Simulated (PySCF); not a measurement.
Phosphorus trifluoride, PF3.
Cartesian coordinates in Å at the PBE0-D3(BJ)/def2-SVP level; atoms count from 1:
```xyz
4
PF3 angstrom
F     -0.827   -1.065   -0.378
P      0.018   -0.107    0.579
F      1.379   -0.138   -0.253
F     -0.532    1.282    0.017
```

Computed with PySCF at CAM-B3LYP/def2-SVPD, non-relativistic, on one gas-phase PBE0-D3(BJ)/def2-SVP geometry that isn't relaxed in the solvent. The solvent is an IEF-PCM continuum (Bondi radii, 1.10 Å for H, scaled by 1.2), and excitations are vertical TDDFT with non-equilibrium linear response and a frozen core. Specific hydrogen bonds and non-electrostatic terms are outside this model.

Gas-phase singlets (H = HOMO, L = LUMO):

```tsv
state	E (eV)	λ (nm)	f	leading configurations
S1	8.092	153	0.182	H→L 97%
S2	8.098	153	0.182	H→L+1 97%
S3	10.013	124	0.031	H→L+2 82%, H→L+3 16%
S4	10.158	122	0.238	H→L+3 76%, H→L+2 15%
S5	10.669	116	0.039	H-1→L 93%
```

**Question.** How does the list change in acetone (ε = 20.49)?

**Answer.** 
```json
{"state": "S1", "E (eV)": "8.053", "λ (nm)": "154", "f": "0.217", "leading configurations": "H→L 98%", "change by rank (eV)": "-0.039"}
{"state": "S2", "E (eV)": "8.059", "λ (nm)": "154", "f": "0.217", "leading configurations": "H→L+1 98%", "change by rank (eV)": "-0.039"}
{"state": "S3", "E (eV)": "9.790", "λ (nm)": "127", "f": "0.108", "leading configurations": "H→L+2 87%, H→L+3 8%", "change by rank (eV)": "-0.223"}
{"state": "S4", "E (eV)": "10.061", "λ (nm)": "123", "f": "0.213", "leading configurations": "H→L+3 85%, H→L+2 10%", "change by rank (eV)": "-0.097"}
{"state": "S5", "E (eV)": "10.884", "λ (nm)": "114", "f": "0.046", "leading configurations": "H-1→L 92%", "change by rank (eV)": "+0.215"}
```

**Question.** The ground-state energy changes by -0.103 eV from gas to acetone. By how much does the total energy of gas-phase S1 change?

**Answer.** E(S1) = E(S0) + excitation energy, so it changes by -0.103 − 0.039 = -0.142 eV: it is lowered more than the ground state, which is what a red shift means. This is the vertical state, with the slow part of the continuum still set for S0.

**Question.** How do the frontier levels move from gas to acetone?

**Answer.** 
```csv
orbital,gas (eV),solvent (eV),change (eV)
LUMO+2,1.96,2.00,+0.04
LUMO+1,0.51,0.88,+0.37
LUMO,0.50,0.87,+0.37
HOMO,-11.04,-10.74,+0.30
HOMO-1,-14.17,-14.04,+0.13
HOMO-2,-14.53,-14.39,+0.14
HOMO-3,-14.53,-14.40,+0.13
```

The HOMO–LUMO gap goes from 11.54 to 11.61 eV.
